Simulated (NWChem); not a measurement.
System: methylamine (CH5N); SMILES CN

Here is an NWChem input.

```
start job
memory heap 200 mb stack 900 mb global 1100 mb
geometry units angstroms noautoz
  C     -0.007721     0.690034     0.000000
  N     -0.096730    -0.753659     0.000000
  H     -0.528114     1.096772    -0.881724
  H     -0.528114     1.096772     0.881724
  H      1.016671     1.119737     0.000000
  H      0.376435    -1.141446    -0.813320
  H      0.376435    -1.141446     0.813320
end
basis spherical
  * library aug-cc-pvdz
end
dft
  xc slater vwn_5
  iterations 150
end
tddft
  nroots 6
end
task tddft energy
```

Parts of the log:

```
             Northwest Computational Chemistry Package (NWChem) 7.3.0
             --------------------------------------------------------

 CS  symmetry detected

                             Geometry "geometry" -> ""
                             -------------------------

 Output coordinates in angstroms (scale by  1.889725989 to convert to a.u.)

  No.       Tag          Charge          X              Y              Z
 ---- ---------------- ---------- -------------- -------------- --------------
    1 C                    6.0000    -0.00877574    -0.69584993     0.00000000
    2 N                    7.0000    -0.09442946     0.74804602     0.00000000
    3 H                    1.0000    -0.53011257    -1.10137747    -0.88172400
    4 H                    1.0000    -0.53011257    -1.10137747     0.88172400
    5 H                    1.0000     1.01461489    -1.12793238     0.00000000
    6 H                    1.0000     0.37963545     1.13473237    -0.81332000
    7 H                    1.0000     0.37963545     1.13473237     0.81332000

 Effective nuclear repulsion energy (a.u.)      42.0591357843

      Symmetry information
      --------------------

 Group name             Cs
 Group number              2
 Group order               2
 No. of unique centers     5

                                 NWChem DFT Module
                                 -----------------

 Summary of "ao basis" -> "ao basis" (spherical)
 ------------------------------------------------------------------------------
       Tag                 Description            Shells   Functions and Types
 ---------------- ------------------------------  ------  ---------------------
 C                        aug-cc-pvdz                9       23   4s3p2d
 N                        aug-cc-pvdz                9       23   4s3p2d
 H                        aug-cc-pvdz                5        9   3s2p

      Symmetry analysis of basis
      --------------------------

        a'         57
        a"         34

            General Information
            -------------------
          SCF calculation type: DFT
          Wavefunction type:  closed shell.
          No. of atoms     :     7
          No. of electrons :    18
           Alpha electrons :     9
            Beta electrons :     9
          Charge           :     0
          Spin multiplicity:     1
          Use of symmetry is: off; symmetry adaption is: on
          Maximum number of iterations: 150
          AO basis - number of functions:    91
                     number of shells:    43
          Convergence on energy requested:  1.00D-06
          Convergence on density requested:  1.00D-05
          Convergence on gradient requested:  5.00D-04

              XC Information
              --------------
                        Slater Exchange Functional  1.000 local
                      VWN V Correlation Functional  1.000 local

             Grid Information
             ----------------
          Grid used for XC integration:  medium
          Radial quadrature: Mura-Knowles
          Angular quadrature: Lebedev.
          Tag              B.-S. Rad. Rad. Pts. Rad. Cut. Ang. Pts.
          ---              ---------- --------- --------- ---------
          C                   0.70       49          12.0       434
          N                   0.65       49          12.0       434
          H                   0.35       45          13.0       434
          Grid pruning is: on
          Number of quadrature shells:   323
          Spatial weights used:  Erf1

      Superposition of Atomic Density Guess
      -------------------------------------

 Sum of atomic energies:         -94.46640660

      Non-variational initial energy
      ------------------------------

 Total energy =     -95.644174
 1-e energy   =    -209.068241
 2-e energy   =      71.364931
 HOMO         =      -0.320208
 LUMO         =       0.017973

      Symmetry analysis of molecular orbitals - initial
      -------------------------------------------------

  Numbering of irreducible representations:

     1 a'          2 a"

  Orbital symmetries:

[...]

                                NWChem TDDFT Module
                                -------------------

            General Information
            -------------------
           No. of orbitals :     182
            Alpha orbitals :      91
             Beta orbitals :      91
        Alpha frozen cores :       0
         Beta frozen cores :       0
     Alpha frozen virtuals :       0
      Beta frozen virtuals :       0
         Spin multiplicity :       1
    Number of AO functions :      91
        Use of symmetry is : off
      Symmetry adaption is : on
         Schwarz screening :  0.10D-07

              XC Information
              --------------
                 Slater Exchange Functional   1.00 local
               VWN V Correlation Functional   1.00 local

             TDDFT Information
             -----------------
          Calculation type : TDDFT
         Wavefunction type : Restricted singlets & triplets
          No. of electrons :      18
           Alpha electrons :       9
            Beta electrons :       9
              No. of roots :       6
          Max subspacesize :    5200
            Max iterations :     100
               Target root :       1
           Target symmetry : none
      Symmetry restriction : off
                 Algorithm : Optimal
        Davidson threshold :  0.10D-03

    6 smallest eigenvalue differences (eV)
--------------------------------------------------------
  No. Spin  Occ  Vir  Irrep   E(Occ)    E(Vir)   E(Diff)
--------------------------------------------------------
    1    1    9   10 a'       -0.201    -0.022     4.864
    2    1    9   11 a'       -0.201     0.004     5.575
    3    1    9   12 a"       -0.201     0.016     5.887
    4    1    9   13 a'       -0.201     0.024     6.120
    5    1    9   14 a"       -0.201     0.049     6.786
    6    1    9   15 a'       -0.201     0.059     7.059
--------------------------------------------------------

  Entering Davidson iterations
  Restricted singlet excited states

  Iter   NTrls   NConv    DeltaV     DeltaE      Time
  ----  ------  ------  ---------  ---------  ---------
    1      6       0     0.71E-01   0.10+100        1.6
    2     12       0     0.26E-01   0.12E-02        1.6
    3     24       0     0.65E-02   0.17E-03        2.2
    4     36       0     0.21E-02   0.17E-04        2.2
    5     48       0     0.10E-02   0.21E-05        2.2
    6     60       2     0.44E-03   0.50E-06        2.2
    7     68       4     0.17E-03   0.95E-07        1.8
    8     72       6     0.73E-04   0.16E-07        1.4
  ----  ------  ------  ---------  ---------  ---------
  Convergence criterion met

  Ground state a'        -95.011965686278 a.u.

  ----------------------------------------------------------------------------
  Root   1 singlet a'             0.179098081 a.u.                4.8735 eV
  ----------------------------------------------------------------------------
     Transition Moments    X -0.21610   Y -0.08350   Z  0.00000
     Dipole Oscillator Strength                    0.0064081347
     Electric Quadrupole                           0.0000001071
     Magnetic Dipole                               0.0000005691
     Total Oscillator Strength                     0.0064088109

     Occ.    9  a'  ---  Virt.   10  a'  -0.99882 X
  ----------------------------------------------------------------------------
  Root   2 singlet a'             0.205018963 a.u.                5.5789 eV
  ----------------------------------------------------------------------------
     Transition Moments    X  0.44264   Y -0.12650   Z  0.00000
     Dipole Oscillator Strength                    0.0289663968
     Electric Quadrupole                           0.0000000086
     Magnetic Dipole                               0.0000000006
     Total Oscillator Strength                     0.0289664060

     Occ.    9  a'  ---  Virt.   11  a'  -0.99852 X
  ----------------------------------------------------------------------------
  Root   3 singlet a"             0.215521255 a.u.                5.8646 eV
  ----------------------------------------------------------------------------
     Transition Moments    X  0.00000   Y -0.00000   Z -0.09036
     Dipole Oscillator Strength                    0.0011730621
     Electric Quadrupole                           0.0000000065
     Magnetic Dipole                               0.0000000039
     Total Oscillator Strength                     0.0011730724

     Occ.    9  a'  ---  Virt.   12  a"  -0.99961 X
  ----------------------------------------------------------------------------
  Root   4 singlet a'             0.223511967 a.u.                6.0821 eV
  ----------------------------------------------------------------------------
     Transition Moments    X -0.26859   Y  0.47993   Z -0.00000
     Dipole Oscillator Strength                    0.0450706505
     Electric Quadrupole                           0.0000000064
     Magnetic Dipole                               0.0000000000
     Total Oscillator Strength                     0.0450706570

     Occ.    9  a'  ---  Virt.   13  a'  -0.99939 X
  ----------------------------------------------------------------------------
  Root   5 singlet a"             0.249209739 a.u.                6.7813 eV
  ----------------------------------------------------------------------------
     Transition Moments    X  0.00000   Y -0.00000   Z  0.05112
     Dipole Oscillator Strength                    0.0004342472
     Electric Quadrupole                           0.0000000700
     Magnetic Dipole                               0.0000003115
     Total Oscillator Strength                     0.0004346288

[...]
```

Level: LDA (Slater exchange, VWN5)/aug-cc-pVDZ, full TDDFT. The geometry was optimised at PBE0/def2-SVP.
